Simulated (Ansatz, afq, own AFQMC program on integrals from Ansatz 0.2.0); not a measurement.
**BH₃O, singlet in cc-pVDZ, levels against CCSDT(Q)**

```
atom   x (Å)    y (Å)    z (Å)
   B  0.0000   0.0419   0.5958
   O  0.0000  -0.0869  -0.4886
   H  0.0000   1.1411   1.0819
   H  0.0000  -0.9546   1.2573
   H  0.0000   0.7427  -0.9731
```

Connectivity, by distances: BH2–OH.

Basis cc-pVDZ. Noble-gas cores (and the filled d shells of Ga–Kr and In–Xe) are frozen. AFQMC by an in-house program on the Cholesky factors that Ansatz 0.2.0 writes for its CCSD(T) run. ph-AFQMC/CISD is guided by a CISD state made of CCSD amplitudes; releasing the constraint for a short imaginary time cuts its bias at the price of noise, slowly where states lie close. Uncertainties: one standard error, sampling alone.

Determinant: RHF, the one that the program's search chose, which needn't be the lowest solution. The geometry is a point of a scan.

No full CI on the walks' own integrals is used here; CCSDT(Q) serves as the reference and is uncertain by about the last step of the cluster series.

- T1 diagnostic: 0.0105
- weight of the determinant in the CISD state: 0.911
- size of the correlated space: 12 electrons in 41 orbitals

```tsv
level	correlation energy (eV)
MP2	-7.4195
CCSD	-8.0113
CCSD(T)	-8.1670
```

(1) Estimate where phaseless AFQMC with a CISD trial lies against CCSD(T) on the same integrals.

(1) 0.56 ± 0.25 kcal/mol below CCSD(T).

Reference: CCSDT(Q), correlation energy -8.190 eV. The released energy is read at 2.40 1/Eh (meV from the phaseless value at times in 1/Eh: -2 ± 11 at 0.24, 12 ± 10 at 0.51, 7 ± 10 at 0.99, 19 ± 16 at 1.62, 14 ± 18 at 2.40).

```
         level  E − E(reference) (kcal/mol)  share of correlation (%)
       CCSD(T)                         0.54                     99.71
         CCSDT                         0.30                     99.84
   ph-AFQMC/HF                 -1.94 ± 1.70                    101.03
 ph-AFQMC/CISD                 -0.01 ± 0.25                    100.01
released AFQMC                  0.32 ± 0.41                     99.83
```

A walk keeps the symmetry of its determinant, which the program's search chose and which needn't be the lowest solution, so a lower state of the same spin and another symmetry isn't excluded. Released energies are given only where the last usable release times agree within the noise; a slower fall can still hide under it.
